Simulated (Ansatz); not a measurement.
hcp Zn was calculated with RPBE (Ansatz, a program for electronic structure, PAW).

Run with plane-wave cutoff 520 eV, 24×24×12 k mesh (along the axes of the cell as run), Fermi–Dirac smearing 0.05 eV, scalar-relativistic PAW data made under PBE.

Properties against volume:

Shape and atoms are relaxed at each volume.

```json
[
 {"V (Å³/atom)": "15.327", "P (GPa)": "2.46", "c (Å)": "5.008", "a (Å)": "2.659"},
 {"V (Å³/atom)": "15.646", "P (GPa)": "1.12", "c (Å)": "5.069", "a (Å)": "2.670"},
 {"V (Å³/atom)": "15.965", "P (GPa)": "0.00", "c (Å)": "5.138", "a (Å)": "2.679"},
 {"V (Å³/atom)": "16.285", "P (GPa)": "-0.94", "c (Å)": "5.214", "a (Å)": "2.686"},
 {"V (Å³/atom)": "16.604", "P (GPa)": "-1.72", "c (Å)": "5.295", "a (Å)": "2.691"}
]
```

Note: the bulk modulus comes from volumes at which shape and atoms were relaxed.
